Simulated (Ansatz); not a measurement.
## Bend profile

CH3OSi (SMILES O=[C+][SiH3]) (charge +1), closed shell, at its PBE0-D4/def2-TZVP minimum:

```
6
angstrom
O 1.0099 -1.8851 0.9835
C 0.5321 -0.9987 0.5186
Si -0.3159 0.5898 -0.3076
H -1.4552 -0.0816 -0.9570
H 0.8080 1.0171 -1.1591
H -0.5790 1.3584 0.9215
```

The angle H6–Si3–C2 (98.4° at the minimum) is set to the values below, H6, with anything bonded beyond it, turning rigidly in the plane of the angle. Each method's energies count from its own value at the PBE0-D4 minimum structure. Program: Ansatz 0.2.0. Basis: def2-TZVPP. Cores are frozen in the correlated methods.

CCSD(T) energies along the scan:
| angle (°) | CCSD(T) (kJ/mol) |
| --- | --- |
| 80.4 | 22.1 |
| 84.9 | 12.3 |
| 89.4 | 5.6 |
| 93.9 | 1.5 |
| 98.4 | 0.0 |
| 102.9 | 0.8 |
| 107.4 | 3.7 |
| 111.9 | 8.7 |
| 116.4 | 15.6 |
They count from the CCSD(T) energy at the PBE0-D4 minimum.

Minimum and curvature along this coordinate at CCSD(T): A fifth-order fit through the nearest points gives 99.1°, with a curvature of about 1.2 meV/deg².

Largest difference from the CCSD(T) curve over the scan: r2SCAN-D4 2.2; HF 3.9; MP2 0.8 kJ/mol. Each curve counts from its own value at the minimum.

T1 diagnostic: at most 0.017.

For scale, one of the runs: CCSD(T)/def2-TZVPP, 146 basis functions, launched by `ansatz run in.yaml --threads 2 --pin off --events-out ev --progress --plain --max-ram 4352MiB`. Time: 11 s of wall clock on 2 CPU threads of an Arm Neoverse V1; the host was shared. Peak host memory: 0.85 GiB.
